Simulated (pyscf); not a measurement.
Thermochemistry of product channels of Li–O–CH₂–CH₃ (SMILES [Li][O]CC) on the singlet surface, in kJ/mol, from CCSD(T)/def2-TZVPP + ΔMP2(QZVPP) energies (ideal gas, 1 atm, RRHO with modes under 100 cm⁻¹ raised to 100, one conformer, R ln 2 for chiral ones without a mode under 150 cm⁻¹). Optimised with ωB97X-D3(BJ)/def2-SVP in PySCF. MP2 and CC: frozen core, UHF for open shells. ΔMP2 is the change of the MP2 total energy from the triple- to the quadruple-zeta basis.

| products | ΔE | ΔH(298 K) | ΔG(298 K) | ΔG(600 K) |
|---|---|---|---|---|
| Li–OH (SMILES [Li][OH]) + H₂C=CH₂ (SMILES C=C) | +65.2 | +54.8 | +14.7 | -26.7 |
| Li–CH₃ (SMILES [Li][CH3]) + H₂C=O (SMILES C=O) | +248.7 | +228.0 | +182.4 | ? |

Task: Some entries are withheld; supply them.

Result: 
- Li–CH₃ (SMILES [Li][CH3]) + H₂C=O (SMILES C=O), ΔG(600 K): +135.4

The channel to Li–OH + H₂C=CH₂ turns favourable between 298 and 1200 K (ΔG from +14.7 kJ/mol to -109.1 kJ/mol).

These are energies of the channels, which say nothing of barriers. The CCSD(T) − MP2 part came from Ansatz, without density fitting, on the same reference. The frozen core leaves the outer d or s,p core shells of the metals and heavy elements correlated in the MP2 and CC values, and def2-TZVPP describes them poorly, which can shift differences by a few kcal/mol.
